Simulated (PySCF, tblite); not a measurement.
**C₄HN₂ radical: geometry, infrared bands and EPR parameters**

What infrared bands and EPR parameters should C₄HN₂ radical (`[H]/N=C(\C#[C])C#N`) show?

The runs use tblite 0.8.0 and PySCF 2.14.0, with density-fitted response routines of our own; the level of theory stands in each step. All values are computed, except where a source is named. Atoms count from 0, in the outputs and in this text.

### Step 1. The molecule as given

7 atoms, charge 0, multiplicity 2; geometry from: force field or distance geometry start.

Bonds of the start (Å): C0–C1 1.20, C1–C2 1.45, C2–N3 1.29, C2–C4 1.43, C4–N5 1.16, N3–H6 1.04.

### Step 2. Optimising the geometry with GFN2-xTB

Job settings and geometry (Å):

```
{"job": {"kind": "relax", "xc": "GFN2-xTB", "basis": "xTB"}, "charge": 0, "multiplicity": 2}
C     -1.476700     1.941000    -0.080800
C     -0.777400     0.969500    -0.054700
C      0.096900    -0.187000     0.007000
N     -0.492900    -1.331700     0.049800
C      1.515500    -0.043600    -0.001100
N      2.670000     0.086300    -0.010300
H     -1.532000    -1.429500     0.063000
```

Command:

```bash
> OMP_NUM_THREADS=1 python probes_run.py task.json out
```

One launch serves the whole session: the jobs run in the order shown.

**Question.** This job is followed by: GFN2-xTB harmonic vibrations, gas phase; UKS B3LYP, pcH-1 on C H N, non-relativistic, mean-field spin-orbit, GIAO. What will the session give for the following? strongest single infrared mode (GFN2-xTB); zero-point energy (GFN2-xTB); g(iso) (B3LYP); ⟨S²⟩; largest a(iso); potential on the surface of density 0.002 e/bohr³, 1st and 99th percentile.

**Answer**, as computed:

```
                                                                  quantity                  value
                                 strongest single infrared mode (GFN2-xTB)  1170 cm⁻¹, 227 km/mol
                                              zero-point energy (GFN2-xTB)          22.4 kcal/mol
                                                            g(iso) (B3LYP)                2.00268
                                                                      ⟨S²⟩     0.776 (exact 0.75)
                                                            largest a(iso)  13C on C0, 1055.9 MHz
potential on the surface of density 0.002 e/bohr³, 1st and 99th percentile     -1.48 V and 2.31 V
```

In words: Relaxing lowered the energy by 0.191 eV in 33 steps; the close pair that moved most is C2–N3, from 1.288 to 1.253 Å. No mode is imaginary among the 15: a minimum at this level. The strongest single mode, at 1170 cm⁻¹, moves mainly C2. GFN2-xTB is a fitted tight-binding method: band positions and strengths are rough. Its intensities can rank the bands wrongly. Most of the unpaired spin sits on C0 (1.18 e). The isotropic g lies 0.4 ppt above the free-electron value. The conformer search found further structures of the same energy, which may be mirror or relabelled copies of this one.
